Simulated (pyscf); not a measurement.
H₃Si–AsH–SiH₃ → H₂Si=AsH + silane (SiH₄) (elimination; singlet surface; H–Si, As–Si broken, H–Si formed). Optimised with ωB97X-D3(BJ)/def2-SVP in PySCF. MP2 and CC: frozen core, UHF for open shells. ΔMP2 is the change of the MP2 total energy from the triple- to the quadruple-zeta basis. Energies in kJ/mol from the reactant's lowest minimum found.

| level | barrier | reaction energy |
|---|---|---|
| r²SCAN/def2-TZVP | 230.7 | +160.1 |
| M06-2X/def2-TZVP | 238.0 | +159.6 |
| ωB97M-D3(BJ)/def2-TZVP | 242.0 | +161.5 |
| HF/def2-TZVP | 301.1 | +149.6 |
| MP2/def2-QZVPP | (withheld) | +163.9 |
| CCSD/def2-TZVPP | 258.6 | +155.2 |
| CCSD(T)/def2-TZVPP + ΔMP2(QZVPP) | (withheld) | (withheld) |

### Question
What belongs in the gaps?

### Answer

- MP2/def2-QZVPP, barrier: 244.8
- CCSD(T)/def2-TZVPP + ΔMP2(QZVPP), barrier: 246.1
- CCSD(T)/def2-TZVPP + ΔMP2(QZVPP), reaction energy: +154.4

At the saddle there is also a short Si–Si contact that neither side keeps. This is the saddle that the search found; another between the same sides may lie lower. The CCSD(T) − MP2 part came from Ansatz, without density fitting, on the same reference. The frozen core leaves the outer d or s,p core shells of the metals and heavy elements correlated in the MP2 and CC values, and def2-TZVPP describes them poorly, which can shift differences by a few kcal/mol. Elements up to Kr have no core potential and no relativistic terms here.
